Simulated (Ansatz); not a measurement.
C2H5 (SMILES [CH2]C) moved off its minimum; all values from Ansatz (a first-principles code), cores frozen in correlated methods. Open shells are unrestricted.
(charge 0, multiplicity 2)
```xyz
7

C      0.7835    -0.1072    -0.0404
C     -0.6723     0.0878    -0.0272
H      1.4050     0.7614     0.1988
H      1.2379    -1.0616    -0.1541
H     -1.1627    -0.0755     1.0193
H     -1.0010     1.1042    -0.2482
H     -1.2014    -0.6145    -0.7227
```

**Question.** Give the forces (eV/Å), the total energy and the dipole at CCSD(T)/cc-pVTZ.

**Answer.** 
| atom | Fx | Fy | Fz |
|---|---|---|---|
| C1 | 0.296 | 1.356 | 0.261 |
| C2 | -2.006 | -0.826 | 1.014 |
| H3 | -0.009 | -0.505 | -0.097 |
| H4 | 0.221 | -0.560 | -0.057 |
| H5 | 0.854 | -0.079 | -1.379 |
| H6 | 0.287 | 0.069 | -0.309 |
| H7 | 0.356 | 0.545 | 0.567 |
Energy -78.9980 hartree, dipole 0.21 D.
